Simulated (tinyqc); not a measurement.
Starting guesses with DIIS over 6 matrices: SCF starting guesses in the sto-3g basis, for H3O+, spin multiplicity 1. Computed by the program tinyqc with PySCF. Command: `OMP_NUM_THREADS=1 python tinyqc.py 112520 112521 out.jsonl`; one thread of a shared host (Intel(R) Xeon(R) Processor @ 2.60GHz), about 0.6 s.

Geometry (angstrom):

| atom | x | y | z |
|---|---|---|---|
| O | 0.0000 | 0.0000 | 0.1810 |
| H | 0.9380 | 0.0000 | 0.0000 |
| H | -0.4690 | 0.8120 | 0.0000 |
| H | -0.4690 | -0.8120 | 0.0000 |

lowest restricted solution found by these runs and by PySCF = -75.326311 hartree

RHF with one setting changed at a time; a run stops when the energy changes by less than 1e-09 hartree and the error matrix is below 1e-5. Starts: the lowest orbitals of the core Hamiltonian, of the Wolfsberg-Helmholz matrix (K = 1.75), projected atomic densities, random orbitals, and the highest orbitals of the core Hamiltonian (a deliberately bad start).

Largest element of the error matrix X^T (FDS - SDF) X:

| iteration | core | Wolfsberg-Helmholz | atomic densities | random | highest core orbitals |
|---|---|---|---|---|---|
| 1 | 8.1e-01 | 5.3e-01 | 1.3e+00 | 7.2e+00 | 2.8e-01 |
| 2 | 1.4e-01 | 7.9e-02 | 2.8e-01 | 5.1e-01 | 8.1e-01 |
| 3 | 1.1e-02 | 1.4e-02 | 2.7e-02 | 1.4e-01 | 7.7e-01 |
| 4 | 1.5e-03 | 1.4e-03 | 4.1e-03 | 5.3e-02 | 8.2e-01 |
| 5 | 4.6e-04 | 5.4e-05 | 2.4e-04 | 5.7e-03 | 8.2e-01 |
| 6 | 7.9e-05 | 4.0e-06 | 2.3e-05 | 1.1e-03 | 8.2e-01 |
| 8 | 8.6e-09 | - | - | 2.2e-05 | 7.6e-02 |
| 10 | - | - | - | - | 4.8e-03 |
| 14 | - | - | - | - | 3.1e-06 |

How each run ends:

| run | iterations | E (hartree) | state |
|---|---|---|---|
| core | 8 | -75.32631 | lowest found |
| Wolfsberg-Helmholz | 7 | -75.32631 | lowest found |
| atomic densities | 7 | -75.32631 | lowest found |
| random | 9 | -75.32631 | lowest found |
| highest core orbitals | 15 | -75.32631 | lowest found |

5 of 5 runs reach the lowest restricted solution found, in 7 to 15 iterations (fastest: Wolfsberg-Helmholz, atomic densities). The first errors are 8e-01, 5e-01, 1e+00, 7e+00, 3e-01; the deliberately bad start has the smallest one, so a small first error does not mark a good start.
